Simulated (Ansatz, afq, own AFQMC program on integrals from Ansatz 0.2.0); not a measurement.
# Where AFQMC and coupled cluster stand for Se, triplet

A free Se atom.

Basis cc-pVDZ. Only valence electrons are correlated. Integrals, coupled cluster, full CI and functionals: Ansatz 0.2.0; the random walks run on the same integrals in our own AFQMC program. The CISD trial takes its coefficients from CCSD amplitudes. Released means that phaseless walkers are propagated on without the constraint, phases kept. Free projection: walkers drawn from exp(T), propagated without any constraint. Its projection time is finite, and what remains of the start isn't in its error. Error bars are statistical, one sigma. No spin–orbit coupling.

Determinant: UHF, the one that the program's search chose, which needn't be the lowest solution.

Full CI on the same integrals is exact in this basis and with this determinant's frozen core.

Cautions: no relativity below Rb; no spin-orbit coupling; inner d shell frozen.

The T1 diagnostic is 0.0064. The weight of the determinant in the CISD state is 0.952 and the ⟨S²⟩ of the determinant is 2.006. The size of the correlated space is 6 electrons in 13 orbitals.

Reference: full CI, correlation energy -2.402 eV. The released energy is read at 2.40 1/Eh (meV from the phaseless value at times in 1/Eh: -1.2 ± 0.6 at 0.24, -2.0 ± 0.5 at 0.51, -2.8 ± 0.4 at 0.99, -3.2 ± 0.5 at 1.62, -2.6 ± 0.5 at 2.40).

| level | E − E(reference) (kJ/mol) | share of correlation (%) |
| --- | --- | --- |
| HF | 231.8 | 0.00 |
| MP2 | 44.3 | 80.88 |
| CCSD | 3.0 | 98.68 |
| CCSD(T) | 0.8 | 99.66 |
| CCSDT | 0.3 | 99.88 |
| CCSDT(Q) | 0.1 | 99.98 |
| CCSDTQ | 0.0 | 100.00 |
| ph-AFQMC/HF | 5.2 ± 0.9 | 97.75 |
| ph-AFQMC/CISD | 0.3 ± 0.06 | 99.87 |
| released AFQMC | 0.1 ± 0.05 | 99.98 |
| free AFQMC | 0.0 ± 0.07 | 100.01 |

CCSDT and higher add their correlation energy to the determinant of the CCSD(T) run, since their own runs factorise the integrals more tightly (a shift of under 2 meV). Free projections are given only where their last times agree within the noise and don't stop above the reference; a slow remainder of the start can still hide under it. A walk keeps the symmetry of its determinant, which the program's search chose and which needn't be the lowest solution, so a lower state of the same spin and another symmetry isn't excluded. Released energies are given only where the last usable release times agree within the noise; a slower fall can still hide under it.
